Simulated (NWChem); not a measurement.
# SiH₂ cation, doublet

```xyz
3

Si     0.0000     0.0000     0.0945
H      1.2878     0.0000    -0.6613
H     -1.2878     0.0000    -0.6613
```
Atoms are numbered in this order, from 1.

Program: NWChem. Pople sets run with spherical d functions. Spin-unrestricted. In the optimisation the excess spin sits in a1 (C2v, its own frame). Geometry: optimised at B3LYP/6-31G* (spherical d), spin-unrestricted. No stability test was run on the SCF state.

Task: Estimate the computed values for PBE/6-31G*. Quantities: highest occupied level (eV); lowest empty minus highest occupied level, either spin (eV); <S²>.

Result: 
```
Quantity                                                     Result
-----------------------------------------------------------  ------
highest occupied level (eV)                                  -13.76
lowest empty minus highest occupied level, either spin (eV)    1.96
<S²>                                                          0.751
```
